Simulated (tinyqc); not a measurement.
Worked calculation: CCD on RHF in the sto-6g basis, frozen core, for LiH, spin multiplicity 1. One step of it, computed by the program tinyqc.

Question. CCD: starting amplitudes. t_ij^ab = <ij||ab> / (e_i + e_j - e_a - e_b), whose energy is MP2.

orbital energies (hartree): MO1 -2.384858, MO2 -0.295222, MO3 0.079563, MO4 0.162548, MO5 0.162548, MO6 0.577310

Two-electron integrals over orbitals (pq|rs), unique and non-zero (hartree); the lowest 1 orbital is frozen and left out:
```
(22|22) 0.498131    (32|22) -0.045268   (32|32) 0.011260    (33|22) 0.226252
(33|32) 0.005830    (33|33) 0.340571    (42|42) 0.023692    (43|42) 0.018949
(43|43) 0.041384    (44|22) 0.275760    (44|32) 0.004581    (44|33) 0.282765
(44|44) 0.313125    (52|52) 0.023692    (53|52) 0.018949    (53|53) 0.041384
(54|54) 0.016875    (55|22) 0.275760    (55|32) 0.004581    (55|33) 0.282765
(55|44) 0.279374    (55|55) 0.313125    (62|22) 0.134491    (62|32) -0.032310
(62|33) -0.010099   (62|44) -0.010483   (62|55) -0.010483   (62|62) 0.124132
(63|22) -0.049691   (63|32) 0.007450    (63|33) 0.035539    (63|44) 0.000707
(63|55) 0.000707    (63|62) -0.029622   (63|63) 0.025117    (64|42) -0.019569
(64|43) -0.014200   (64|64) 0.019786    (65|52) -0.019569   (65|53) -0.014200
(65|65) 0.019786    (66|22) 0.460267    (66|32) -0.040372   (66|33) 0.241647
(66|44) 0.270101    (66|55) 0.270101    (66|62) 0.141943    (66|63) -0.042276
(66|66) 0.458504
```

Give: Starting amplitudes; correlation energy.

Answer.

Starting amplitudes (spin orbitals 1a, 1b, ...; amplitudes related by a flip of all spins are not repeated):
```
from      to        t
2a 2b  6a 6b  -0.0711
2a 2b  3a 6b   0.0259
2a 2b  4a 4b  -0.0259
2a 2b  5a 5b  -0.0259
2a 2b  3a 3b  -0.0150
```

correlation energy = -0.011899 hartree
